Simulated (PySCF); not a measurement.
Reaction (SMILES): C=CC → [CH-]=CC + H+
B3LYP-D3(BJ)/def2-TZVP geometries, fixed; electronic energies without zero-point terms.

Effect of the atomic grid (radial, angular points) at PBE0/def2-SVP with PySCF, against the last row, where the deprotonation energy is 427.12 kcal/mol. The proton leaves the site shown, which need not be the most acidic. Cost is core time over that of atom_grid: 30, 110, unpruned, rough, on shared machines of one kind.

| setting | grid points, largest species | largest shift of a total energy (mEh) | shift of the deprotonation energy (kcal/mol) | cost |
|---|---|---|---|---|
| atom_grid: 30, 110, unpruned | 29704 | 0.248 | -0.051 | 1× |
| atom_grid: 50, 194, unpruned | 87304 | 0.006 | -0.002 | 2× |
| atom_grid: 75, 302, unpruned | 203856 | -0.001 | 0.000 | 4× |
| atom_grid: 99, 590, unpruned | 525696 | 0.000 | 0.000 | 8× |
| atom_grid: 150, 974, unpruned | 1314904 | 0.000 | 0.000 | 20× |

Within 0.02 kcal/mol in the deprotonation energy: atom_grid: 50, 194, unpruned; atom_grid: 75, 302, unpruned; atom_grid: 99, 590, unpruned. The largest shift is 0.248 mEh in a total energy and 0.051 kcal/mol in the difference.
